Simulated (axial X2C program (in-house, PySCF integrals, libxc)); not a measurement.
**Potential curves of BCl, two-component**

All values were computed with an in-house all-electron X2C program for linear molecules (integrals from PySCF). Two-component (2c) means X2C with spin–orbit coupling and atomic mean-field two-electron Coulomb and Gaunt terms. Basis: Cl dyall-av3z [9s8p3d2f], B dyall-v3z [7s6p2d1f] (cores contracted in-house); Gaussian nuclei, density fitting, unrestricted open shells. Masses: Cl 34.969 u, B 11.009 u.

State: Ω = 0 (closed shell). Energies in cm⁻¹ from the fragments at the same level (Cl + B). Fits are polynomials in 1 − R0/R over 0.85 to 1.23 times the lowest point R0.

```json
{"R (Å)": "1.5016", "CCSD(T)": "", "MP2": "-36752"}
{"R (Å)": "1.5707", "CCSD(T)": "-38610", "MP2": "-40450"}
{"R (Å)": "1.6224", "CCSD(T)": "-40272", "MP2": "-41986"}
{"R (Å)": "1.6742", "CCSD(T)": "-41138", "MP2": "-42735"}
{"R (Å)": "1.7260", "CCSD(T)": "-41392", "MP2": "-42880"}
{"R (Å)": "1.7864", "CCSD(T)": "-41106", "MP2": "-42477"}
{"R (Å)": "1.8468", "CCSD(T)": "-40365", "MP2": "-41625"}
{"R (Å)": "1.9245", "CCSD(T)": "-38950", "MP2": "-40078"}
{"R (Å)": "2.0194", "CCSD(T)": "", "MP2": "-37760"}
{"R (Å)": "2.1575", "CCSD(T)": "", "MP2": "-33973"}
```

Correlated methods: 10 electrons correlated (number of frozen shells: Cl 2 s, 1 p; B 1 s), 174 virtual spin orbitals or spinors in MP2.

One determinant describes the state; a PBE0 search over occupations chose it and may have missed a lower one. The closed shell is kept restricted, so the energy runs too high when the bond is stretched far. Dissociation energies refer to the lowest single-determinant-based atoms at the same level and basis. Coupled cluster ran in a truncated set of natural virtual spinors; the MP2 energy of the rest was added. (T) has no such correction and the atoms are truncated less, which lowers De at CCSD(T) by a hundredth of an eV or more. Coupled cluster ran on the points near the minimum only. MP2 and coupled cluster on one determinant become unreliable at the stretched end.

Fit the CCSD(T) curve near its minimum: give the equilibrium distance, the harmonic wavenumber and the well depth.

At CCSD(T), 2c: Re = 1.726 Å, ωe ≈ 835 cm⁻¹, De = 5.13 eV to Cl + B; Be follows as 0.676 cm⁻¹.

Fit the MP2 curve near its minimum: give the equilibrium distance, the harmonic wavenumber and the well depth.

At MP2, 2c: Re = 1.714 Å, ωe ≈ 854 cm⁻¹, De = 5.32 eV to Cl + B; Be follows as 0.685 cm⁻¹.
